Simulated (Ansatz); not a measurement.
# H2S + CH3O radical: a complex and its separated parts

The complex below is one end of an elementary step. How strongly is it bound against its free parts?

Program: Ansatz 0.2.0, Gaussian basis. Level of theory: PBE0-D4/def2-TZVP structures, single points in def2-TZVPP, no counterpoise correction. These are calculated values, not measurements.

Levels: SPW92, PBE-D4, BLYP-D4, r2SCAN-D4, B97M-V, PBE0-D4, B3LYP-D4, r2SCAN0-D4, BHLYP-D4, CAM-B3LYP-D4, wB97X-V, wB97M-V, B2PLYP, PBE-QIDH, RPA on PBE, Hartree-Fock, MP2, CCSD, CCSD(T).

Correlated methods freeze the cores. Orbitals are unrestricted. B3LYP uses VWN-RPA correlation. B2PLYP carries no dispersion term here.

21 further runs of the same task are left out: 21 set aside as unsound or not needed.

### Step 1. Starting geometry

The complex: 8 atoms, charge 0, spin multiplicity 2.

Atoms are counted from 1 here; the program's logs count them from 0.

Bond lengths: H1–S2 1.348 Å, S2–H5 1.341 Å, O3–C4 1.357 Å, C4–H6 1.099 Å, C4–H7 1.099 Å, C4–H8 1.109 Å. Angles: H1–S2–H5 92.5°, O3–C4–H6 113.1°, O3–C4–H7 113.2°, O3–C4–H8 105.2°, H6–C4–H7 112.3°, H6–C4–H8 105.9°, H7–C4–H8 106.3°.

Geometry (Å):

```xyz
8

H     1.0132   -0.8554   -0.7988
S     1.7977   -0.2412   -1.7062
O    -0.5664   -0.9524    0.7668
C    -1.1108    0.2878    0.6905
H     2.7989   -0.0900   -0.8267
H    -0.4372    1.0278    0.2351
H    -1.5277    0.6365    1.6454
H    -1.9677    0.1870   -0.0060
```

Its parts: H2S holds atoms 1, 2, 5; CH3O radical holds atoms 3, 4, 6, 7, 8. Each part counts its atoms afresh in its own runs.

### Step 2. Relaxing H2S alone

File relax-a/in.yaml:

```yaml
crystal:
  periodic: [false, false, false]
  atoms:
    - {symbol: H, position_ang: [1.013236, -0.855359, -0.798789]}
    - {symbol: S, position_ang: [1.797653, -0.241195, -1.706174]}
    - {symbol: H, position_ang: [2.798884, -0.090015, -0.826722]}
basis:
  gaussian: {orbitals: def2-TZVP}
hamiltonian: {xc: pbe0, dispersion: d4}
relax: {f_tol: 0.005, max_steps: 200}
```

No record of the launch command was kept for these runs.

Further steps of the session: Relaxing CH3O radical alone; wB97M-V/def2-TZVPP; CCSD(T)/def2-TZVPP; Vibrations of H2S; Vibrations of CH3O radical.

What does the calculation give? Wanted: complex less parts, CCSD(T)/def2-TZVPP; with zero-point energy; largest T1 diagnostic.

The runs gave:

| quantity | value |
| --- | --- |
| complex less parts, CCSD(T)/def2-TZVPP | -11.0 kJ/mol |
| with zero-point energy | -5.4 kJ/mol |
| largest T1 diagnostic | 0.019 |

What this shows: At CCSD(T) the complex lies 11.0 kJ/mol below its parts. The functionals run from PBE-QIDH, off by +0.5 kJ/mol, to SPW92, off by -14.8 kJ/mol, against CCSD(T). By rung, the mean size of the error is: LDA 14.8, GGA 4.9, meta-GGA 2.6, hybrid 2.1, range-separated hybrid 2.0, double hybrid 1.0 kJ/mol. PBE-D4 gives a relative energy 5.9 kJ/mol too low, an error of 54 % of the reference. No counterpoise was applied, and triple zeta lacks some correlation, so the CCSD(T) reference has a basis error of its own, and close matches with it are partly luck.
